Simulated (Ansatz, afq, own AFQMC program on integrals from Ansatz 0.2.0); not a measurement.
## Ge2H3, quartet: AFQMC among the cluster methods

```xyz
5

Ge    0.0000    0.0132    1.1812
Ge    0.0000   -0.0343   -1.2234
H     0.0000    1.2193    2.1518
H     0.0000   -1.2552    2.0686
H     0.0000    1.5605   -1.1845
```

Connectivity, by distances: GeH2–GeH.

Basis aug-cc-pVDZ. Noble-gas cores (and the filled d shells of Ga–Kr and In–Xe) are frozen. AFQMC by an in-house program on the Cholesky factors that Ansatz 0.2.0 writes for its CCSD(T) run. ph-AFQMC/CISD is guided by a CISD state made of CCSD amplitudes; releasing the constraint for a short imaginary time cuts its bias at the price of noise, slowly where states lie close. ± is one standard error of the sampling. No spin–orbit coupling.

Determinant: ROHF, the one that the program's search chose, which needn't be the lowest solution. The geometry is a PBE0/def2-TZVP stationary point of this or a neighbouring charge and spin state.

No full CI on the walks' own integrals is used here; CCSDT(Q) serves as the reference and is uncertain by about the last step of the cluster series.

Cautions: no relativity below Rb; no spin-orbit coupling; inner d shell frozen; another spin lies lower (by 2.34 eV).

* T1 diagnostic: 0.0257
* weight of the determinant in the CISD state: 0.865
* size of the correlated space: 11 electrons in 71 orbitals

Reference: CCSDT(Q), correlation energy -5.507 eV. The released energy is read at 2.40 1/Eh (meV from the phaseless value at times in 1/Eh: -8 ± 4 at 0.24, -10 ± 4 at 0.51, -15 ± 4 at 0.99, -18 ± 3 at 1.62, -17 ± 5 at 2.40).

| level | E − E(reference) (kcal/mol) | share of correlation (%) |
| --- | --- | --- |
| HF | 126.99 | 0.00 |
| MP2 | 28.94 | 77.21 |
| CCSD | 4.84 | 96.19 |
| CCSD(T) | 1.04 | 99.18 |
| CCSDT | 0.17 | 99.87 |
| ph-AFQMC/HF | 0.39 ± 0.59 | 99.69 |
| ph-AFQMC/CISD | 0.44 ± 0.10 | 99.66 |
| released AFQMC | 0.05 ± 0.12 | 99.96 |

A walk keeps the symmetry of its determinant, which the program's search chose and which needn't be the lowest solution, so a lower state of the same spin and another symmetry isn't excluded. Released energies are given only where the last usable release times agree within the noise; a slower fall can still hide under it.
